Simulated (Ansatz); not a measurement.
Ideal-gas functions of `N=C=CO` at 800 K and 1 bar, from an Ansatz frequency run at PBE0-D4/def2-TZVP.

Molar mass 57.05 g/mol, point group C1 (symmetry number 1), electronic degeneracy 1, moments of inertia 10.507, 110.843, 119.745 u Å². Harmonic wavenumbers (cm⁻¹, unscaled): 212, 235, 378, 656, 670, 902, 1010, 1121, 1197, 1311, 1455, 2137, 3234, 3426, 3861.

Use S(trans) = R[1.5 ln M + 2.5 ln T − 1.1517]; rotational temperatures θ = 24.2544 K / I; S(rot) = R[ln(√π/σ · √(T³/θAθBθC)) + 1.5]; for each mode x = 1.438777 ν̃/T, S = R[x/(eˣ − 1) − ln(1 − e⁻ˣ)] and H = RT x/(eˣ − 1); 1 cm⁻¹ = 0.0119627 kJ/mol; R = 8.31446 J/(mol·K).

**Question.** By hand: the entropy, in J/(mol·K).

**Answer.** Translation 179.8. Rotation: θ = 2.3084, 0.2188, 0.2026 K, giving 110.1. Vibration, mode by mode: 16.38, 15.54, 11.68, 7.41, 7.25, 5.15, 4.41, 3.76, 3.38, 2.88, 2.34, 0.88, 0.17, 0.13, 0.06, in all 81.4. Electronic 0.0. Sum 371.3 J/(mol·K).

**Question.** By hand: H − E and G − E in kJ/mol, counted from the electronic energy.

**Answer.** Zero-point energy ½ × 21805 × 0.0119627 = 130.4; thermal vibration 35.1; translation, rotation and pV give 4 RT = 26.6. H − E = 192.1 kJ/mol, and G − E = 192.1 − 800 × 371.3/1000 = -104.9 kJ/mol.

Vibration gives 22 % of the entropy. The sum counts one conformer and one mirror image; others add a mixing term.
